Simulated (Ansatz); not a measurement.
Born–Oppenheimer molecular dynamics of H2O2Si (5 atoms, charge 0, multiplicity 1). It starts at the highest image of a converged band. Of that band: Neighbouring images differ by up to 1.7 eV, so the band resolves the path poorly. A vibrational analysis at the climbing image gives one clearly imaginary mode, 1381i cm⁻¹: a first-order saddle point.

Level of theory: RKS B3LYP/def2-SVP in Ansatz 0.2.0.

| Item | Value |
| --- | --- |
| ensemble | NVE (velocity Verlet) |
| time step | 0.5 fs |
| steps asked | 200 |
| starting velocities drawn for | 100 K |
| seed | 12436 |

First frame:

```xyz
5
Properties=species:S:1:pos:R:3
O -1.404 -0.232 -0.165
Si 0.172 -0.342 0.295
O 1.340 0.606 -0.195
H -1.651 0.470 -0.790
H 1.593 -0.577 0.813
```

Q: How far do the bonds stretch over the last three quarters of this one trajectory? (Pairs bonded in most of those frames.)

A: 
| bond | mean (Å) | spread (Å) | shortest | longest |
| --- | --- | --- | --- | --- |
| O1–Si2 | 1.648 | 0.039 | 1.56 | 1.71 |
| O1–H4 | 0.973 | 0.014 | 0.95 | 1.00 |
| Si2–O3 | 1.540 | 0.019 | 1.51 | 1.58 |
| Si2–H5 | 1.595 | 0.122 | 1.37 | 1.81 |

Mean temperature of the second half: 2703 K. The conserved energy stayed within 0.6 meV per atom of its start (net change -0.21 meV per atom), so the integration is sound. The system heated up, since it started high on the potential surface and ran downhill. A run of 0.1 ps of so small a system gives no equilibrium averages. The orbitals stay closed-shell, which can raise the energy where a bond breaks towards radicals; this wasn't checked here.

Run time: 3.1 min on 1 thread of Arm Neoverse V2 (shared host), peak memory 0.097 GiB.
